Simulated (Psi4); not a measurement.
# CH3Al (SMILES C[Al]): HF/3-21G

What is the vertical ionisation energy of CH3Al at HF/3-21G? 

The results are computed with Psi4 1.11.

2 further runs of the same task are left out: 1 that didn't finish, 1 set aside as unsound or not needed.

**1. The system as given**

The species is CH3Al (5 atoms), meant as a singlet with charge 0. SMILES: `C[Al]`. Geometry: relaxed at PBE0-D4/def2-TZVP.

Bond lengths: C1–Al2 1.988 Å, C1–H3 1.098 Å, C1–H4 1.098 Å, C1–H5 1.098 Å. Angles: Al2–C1–H3 111.8°, Al2–C1–H4 111.8°, Al2–C1–H5 111.8°, H3–C1–H4 107.1°, H3–C1–H5 107.1°, H4–C1–H5 107.1°.

**2. The energy at HF/3-21G**

File job.py:

```python
import psi4

psi4.set_memory(2200000000)
psi4.set_num_threads(1)
psi4.core.set_output_file('output.dat', False)

m = psi4.geometry("""
0 1
C     -0.131220    -0.057510     0.054000
Al     1.572690     0.689240    -0.647230
H     -0.230740    -1.127460    -0.171770
H     -0.205100     0.049890     1.144270
H     -1.005630     0.445840    -0.379270
symmetry c1
""")

psi4.set_options({
    'basis': '3-21G',
    'puream': True,
    'e_convergence': 1e-09,
    'd_convergence': 1e-08,
    'scf_type': 'pk',
})

e_tot, wfn = psi4.energy("scf", return_wfn=True)
psi4.oeprop(wfn, "LOWDIN_CHARGES", "MULLIKEN_CHARGES", "MAYER_INDICES", title="SCF")
print('E =', round(e_tot, 9))
```

Launch:

```sh
$ python job.py
```

output.dat:

```text
[...]
  Running in c1 symmetry.
[...]
  Nuclear repulsion =   38.261471693784713
[...]
  Multiplicity = 1
[...]
  Nalpha       = 11
  Nbeta        = 11
[...]
    Number of basis functions: 28
[...]
   @RHF iter   1:  -279.91505583645119   -7.27837e-01   1.08449e-02 ADIIS/DIIS
[...]
   @RHF iter   9:  -279.96710955150860   -2.67164e-12   6.88250e-09 DIIS
[...]
    Orbital Energies [Eh]
    ---------------------
    Doubly Occupied:
       1A    -58.048695     2A    -11.122948     3A     -4.853898
       4A     -3.153519     5A     -3.153519     6A     -3.151304
       7A     -0.913342     8A     -0.530769     9A     -0.530767
      10A     -0.472724    11A     -0.274027
[...]
  @RHF Final Energy:  -279.96710955150860
   => Energetics <=
    Nuclear Repulsion Energy =             38.2614716937847135
    One-Electron Energy =                -464.0461387301670015
    Two-Electron Energy =                 145.8175574848737313
    Total Energy =                       -279.9671095515085426
[...]
 Multipole Moments:
 ------------------------------------------------------------------------------------
     Multipole            Electronic (a.u.)      Nuclear  (a.u.)        Total (a.u.)
 ------------------------------------------------------------------------------------
 L = 1.  Multiply by 2.5417464519 to convert [e a0] to [Debye]
 Dipole X            :          4.2005235           -4.5782441           -0.3777206
 Dipole Y            :          1.8408946           -2.0064375           -0.1655429
 Dipole Z            :         -1.7287026            1.8841495            0.1554469
 Magnitude           :                                                    0.4407279
[...]
  Mulliken Charges: (a.u.)
   Center  Symbol    Alpha    Beta     Spin     Total
       1     C     3.57224  3.57224  0.00000 -1.14448
       2    AL     6.23897  6.23897  0.00000  0.52205
       3     H     0.39626  0.39626  0.00000  0.20748
       4     H     0.39626  0.39626  0.00000  0.20748
       5     H     0.39626  0.39626  0.00000  0.20748
   Total alpha = 11.00000, Total beta = 11.00000, Total charge =  0.00000
  Lowdin Charges: (a.u.)
   Center  Symbol    Alpha    Beta     Spin     Total
       1     C     3.33043  3.33043  0.00000 -0.66085
[...]
```

On the terminal:

```text
E = -279.967109552
```

Wall time 2.3 s (1 thread of Intel Xeon Platinum 8259CL at 2.50GHz (Skylake/Cascade Lake), shared host); peak memory 0.18 GiB.

**3. The doublet cation: energy and forces at UHF/3-21G**

File calc.in:

```
memory 2200 mb

molecule molecule1 {
  1 2
  C     -0.131220    -0.057510     0.054000
  Al     1.572690     0.689240    -0.647230
  H     -0.230740    -1.127460    -0.171770
  H     -0.205100     0.049890     1.144270
  H     -1.005630     0.445840    -0.379270
  symmetry c1
  no_reorient
  no_com
}

set {
  basis 3-21G
  reference uhf
  puream true
  e_convergence 1e-09
  d_convergence 1e-08
  scf_type pk
  maxiter 100
}

energy_value, wavefunction = gradient("hf", return_wfn=True)
oeprop(wavefunction, "LOWDIN_CHARGES", "DIPOLE", "MAYER_INDICES", title="HF")
print_variables()
```

Launch:

```sh
$ psi4 -n 1 calc.in calc.out
```

calc.out:

```text
[...]
  Running in c1 symmetry.
[...]
  Nuclear repulsion =   38.261471693784713
[...]
  Multiplicity = 2
[...]
  Nalpha       = 11
  Nbeta        = 10
[...]
    Number of basis functions: 28
[...]
   @UHF iter   1:  -279.64809450692417   -4.60875e-01   1.01815e-02 ADIIS/DIIS
[...]
   @UHF iter  13:  -279.71903205714761   -1.13687e-13   2.46931e-09 DIIS
[...]
   @S^2 Observed:                7.747980100E-01
[...]
    Orbital Energies [Eh]
    ---------------------
    Alpha Occupied:
       1A    -58.358464     2A    -11.378421     3A     -5.160699
       4A     -3.462001     5A     -3.457898     6A     -3.457898
       7A     -1.156137     8A     -0.757944     9A     -0.757942
      10A     -0.739200    11A     -0.585780
    Alpha Virtual:
      12A     -0.180361    13A     -0.180360    14A     -0.054951
      15A      0.069233    16A      0.108326    17A      0.108327
      18A      0.169712    19A      0.192059    20A      0.192061
      21A      0.264235    22A      0.761109    23A      0.761112
      24A      0.854190    25A      1.134646    26A      1.134649
[...]
  @UHF Final Energy:  -279.71903205714761
   => Energetics <=
    Nuclear Repulsion Energy =             38.2614716937847135
    One-Electron Energy =                -458.1711232074650297
    Two-Electron Energy =                 140.1906194565326871
    Total Energy =                       -279.7190320571476150
  UHF NO Occupations:
  HONO-2 :    9  A 1.9998468
  HONO-1 :   10  A 1.9879748
[...]
  -Total Gradient:
     Atom            X                  Y                   Z
    ------   -----------------  -----------------  -----------------
       1        0.025450380855     0.011151623426    -0.010476361436
       2       -0.003632813020    -0.001591797203     0.001495166258
       3       -0.006263022963    -0.006892113425     0.001500219461
       4       -0.006158966636    -0.002134483054     0.006821029673
       5       -0.009395578231    -0.000533229745     0.000659946046
[...]
 Multipole Moments:
 ------------------------------------------------------------------------------------
     Multipole            Electronic (a.u.)      Nuclear  (a.u.)        Total (a.u.)
 ------------------------------------------------------------------------------------
 L = 1.  Multiply by 2.5417464519 to convert [e a0] to [Debye]
 Dipole X            :        -31.9306059           34.4235913            2.4929854
 Dipole Y            :        -13.9937417           15.0863073            1.0925655
 Dipole Z            :         13.1408541          -14.1668232           -1.0259692
 Magnitude           :                                                    2.9088294
[...]
```

Run time: 2.3 s. Hardware: 1 thread of Intel Xeon Platinum 8259CL at 2.50GHz (Skylake/Cascade Lake), shared host; peak memory 0.18 GiB.

**4. Summary of results**

At HF/3-21G:

```
                                          quantity          value
                       singlet CH3Al: total energy  -279.96711 Eh
                      singlet CH3Al: dipole moment         1.12 D
                        singlet CH3Al: HOMO energy       -7.46 eV
                        singlet CH3Al: LUMO energy        1.35 eV
                      singlet CH3Al: HOMO–LUMO gap        8.81 eV
                      doublet cation: total energy  -279.71903 Eh
doublet cation: HOMO energy (highest over α and β)      -15.94 eV
 doublet cation: LUMO energy (lowest over α and β)       -6.10 eV
                              doublet cation: ⟨S²⟩          0.775
          doublet cation: largest force on an atom     1.527 eV/Å
vertical ionisation energy (to the doublet cation)       6.751 eV
```

In words: The vertical ionisation energy comes to 6.75 eV (156 kcal/mol). The negative HOMO energy of the first species, 7.46 eV, lies 0.71 eV above that difference.
